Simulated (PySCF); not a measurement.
**Orbital picture of NaB⁺**

B3LYP at R = 2.905 Å; PySCF, no relativity, basis sets Na aug-pcseg-1, B aug-pcseg-1. State: ²Σ⁺ (doublet), unpaired electrons σ ↑. Only the outer orbitals are listed, counted within each symmetry.

| spin | orbital | occ. | ε (eV) | on Na (%) | main shells (%) |
| --- | --- | --- | --- | --- | --- |
| α | 1π | 1 | -38.49 | 100 | 100 Na p |
| α | 1π | 1 | -38.49 | 100 | 100 Na p |
| α | 4σ | 1 | -38.47 | 100 | 100 Na p |
| α | 5σ | 1 | -16.04 | 1 | 99 B s |
| α | 6σ | 1 | -10.64 | 2 | 95 B p |
| α | 2π | 0 | -7.69 | 2 | 98 B p |
| α | 2π | 0 | -7.69 | 2 | 98 B p |
| α | 7σ | 0 | -6.17 | 96 | 93 Na s |
| β | 1π | 1 | -38.48 | 100 | 100 Na p |
| β | 1π | 1 | -38.48 | 100 | 100 Na p |
| β | 4σ | 1 | -38.45 | 100 | 100 Na p |
| β | 5σ | 1 | -14.95 | 1 | 97 B s |
| β | 2π | 0 | -7.41 | 2 | 98 B p |
| β | 2π | 0 | -7.41 | 2 | 98 B p |
| β | 6σ | 0 | -7.38 | 34 | 59 B p, 34 Na s |

Q: Which are the highest filled and the lowest empty level, where do they sit, and how wide is the gap?

A: Highest filled α 6σ at -10.64 eV (in %: 95 B p); lowest empty α 2π at -7.69 eV (in %: 98 B p); the gap at B3LYP is 2.95 eV.

* bond order (Mayer): 0.07
* ⟨S²⟩: 0.752
* charge on Na (Mulliken, basis-dependent): 0.97
* charge on Na (Löwdin, basis-dependent): 0.80
* dipole moment (positive dipole points towards B; it is taken about the centre of mass and depends on that origin): -2.41 D
* polarisability along the bond: 36.9 bohr³
* polarisability across the bond: 20.4 bohr³

The state was picked by a PBE0 search and need not be the measured ground state.
